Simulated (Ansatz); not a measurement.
## Litharge PbO

Level of theory: PBE-D3(BJ) in Ansatz (PAW).

Numerical settings: plane-wave cutoff 520 eV, 10×10×8 k mesh (along the axes of the cell as run), scalar-relativistic PAW data made under PBE.

Cell (relaxed at this level):

Space group P4/nmm, origin choice 1 (No. 129); a = 4.0344 Å, b = 4.0344 Å, c = 4.9952 Å, α = 90.00°, β = 90.00°, γ = 90.00°

```
atom  site  symmetry       x       y       z
----  ----  --------  ------  ------  ------
Pb      2c       4mm  0.0000  0.5000  0.2376
O       2a      -4m2  0.0000  0.0000  0.0000
```

| Quantity | Value |
|---|---|
| elastic constant C11 | 64.6 GPa |
| elastic constant C12 | 63.8 GPa |
| elastic constant C13 | 15.4 GPa |
| elastic constant C33 | 21.1 GPa |
| elastic constant C44 | 16.4 GPa |
| elastic constant C66 | 56.8 GPa |
| Voigt–Reuss–Hill bulk modulus | 29.1 GPa |
| polycrystal shear modulus (Hill average) | 11.8 GPa |
| Young modulus | 31.1 GPa |
| Poisson ratio | 0.322 |

Note: the dispersion coefficients are held fixed in the derivatives.

Elastic constants are with the ions relaxed.

Spin–orbit coupling is not included; it can shift volumes and moduli of such heavy elements.

The computed numbers hold no vibrational or temperature effects.

Cost on a shared machine: roughly 24 core-minutes.

Ansatz is a quantum-chemistry and plane-wave program.
